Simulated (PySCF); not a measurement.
Coordinates in bohr (charge 0 multiplicity 4):
```
Al    0.0000    2.6787    0.0000
Al    2.7496   -1.3394    0.0000
Al   -2.7497   -1.3393    0.0000
```

Method: PySCF, UPBE0, basis Al def2-TZVP (no relativity, density fitting).

This geometry of Al₃ is a stationary point at this level.

(1) What is the point group?

(2) Is it a minimum?

(3) List the harmonic modes with their infrared intensities.

(4) Give the ideal-gas entropy at 298.15 K and 1 bar by parts.

(5) What is the atomisation energy, with and without zero-point energy?

Results:

(1) C2v.

(2) Yes: all harmonic wavenumbers are real.

(3) 
```json
{"symmetry": "a1", "ω (cm⁻¹)": "157", "IR (km/mol)": "1.5"}
{"symmetry": "b2", "ω (cm⁻¹)": "287", "IR (km/mol)": "9.0"}
{"symmetry": "a1", "ω (cm⁻¹)": "321", "IR (km/mol)": "1.6"}
```

(4) translation 163.7, rotation 102.7, vibration 22.5, spin 11.5; total 300.4 J/(mol K).

(5) 361 kJ/mol without, 356 kJ/mol with.

Only a few start shapes were tried, so a lower isomer may exist.
